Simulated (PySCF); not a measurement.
Species: AlH5OSi.
Geometry (PBE0-D3(BJ)/def2-SVP, Å), atoms numbered from 1 in this order:
```xyz
8
AlH5OSi angstrom
Al     1.809   -0.493    0.392
O      0.187   -0.078    0.102
Si    -1.383    0.322   -0.190
H      2.251   -1.993    0.152
H      2.792    0.645    0.883
H     -1.484    1.746   -0.636
H     -1.954   -0.551   -1.260
H     -2.195    0.150    1.053
```

Level of theory: PySCF, TDDFT wB97X-D/def2-SVPD, vertical, gas phase, core orbitals frozen in the response.

Ground-to-excited transition dipoles (e·a0, same axes as the geometry; the sign carries no meaning), for the states with f of 0.002 or more among the lowest 10:

| state | E (eV) | μx | μy | μz |
| --- | --- | --- | --- | --- |
| S4 | 7.346 | -0.713 | 0.169 | -0.078 |
| S6 | 7.896 | -0.024 | -0.120 | -0.033 |
| S7 | 8.134 | 0.163 | 0.791 | 0.219 |
| S8 | 8.343 | -0.195 | -0.182 | 0.800 |
| S9 | 8.521 | 0.204 | 0.993 | 0.275 |
| S10 | 8.649 | -0.076 | -0.372 | -0.106 |

What oscillator strength does each state have?

f = (2/3) ΔE |μ|² with ΔE in hartree (27.2114 eV).

```json
{"state": "S4", "|μ|² (au)": "0.542", "|μ| (D)": "1.87", "f": "0.098"}
{"state": "S6", "|μ|² (au)": "0.016", "|μ| (D)": "0.32", "f": "0.003"}
{"state": "S7", "|μ|² (au)": "0.700", "|μ| (D)": "2.13", "f": "0.139"}
{"state": "S8", "|μ|² (au)": "0.710", "|μ| (D)": "2.14", "f": "0.145"}
{"state": "S9", "|μ|² (au)": "1.103", "|μ| (D)": "2.67", "f": "0.230"}
{"state": "S10", "|μ|² (au)": "0.155", "|μ| (D)": "1.00", "f": "0.033"}
```

What is the point group, and which symmetry does each of these states have?

Cs. The ground state is totally symmetric, so the direction of μ fixes the label. Polarised normal to the mirror plane, so A″: S6, S7, S9 and S10. Polarised in the mirror plane, so A′: S4 and S8.

What angle do the transition dipoles of S8 and S10 make?

|cos θ| = |μa·μb| / (|μa| |μb|) = 0.01, so θ ≈ 90° (taken between 0 and 90°, since the signs are arbitrary).

How is the summed strength of these states shared among x, y and z?

(2/3) Σ ΔE μα² gives 0.114 for x, 0.374 for y and 0.160 for z, 0.648 in all.

What peak molar absorption coefficient would the strongest computed level give as a lone Gaussian band 0.4 eV wide at half height?

ε(max) = 2.175×10⁸ f / FWHM, with the width in cm⁻¹. S9: 2.175×10⁸ × 0.2302 / 3226 ≈ 16000 L mol⁻¹ cm⁻¹.

The vertical ionisation energy (ΔSCF) is 10.48 eV, 1.83 eV above S10.
